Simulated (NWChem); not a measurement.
Molecule: DMSO (C₂H₆OS); SMILES CS(C)=O

Computed with NWChem. Pople sets run with spherical d functions. Geometry: optimised at PBE0/def2-SVP. Field at 589 nm.

For level B3LYP/def2-SVP:

```
Quantity                          Value
--------------------------------  -----
isotropic polarisability (bohr³)   44.7
anisotropy (bohr³)                 15.1
```

Problem. Estimate the same quantities for level B3LYP/6-31G*.

Solution. The isotropic polarisability (bohr³) comes out as 43.2 and the anisotropy (bohr³) is 12.6.
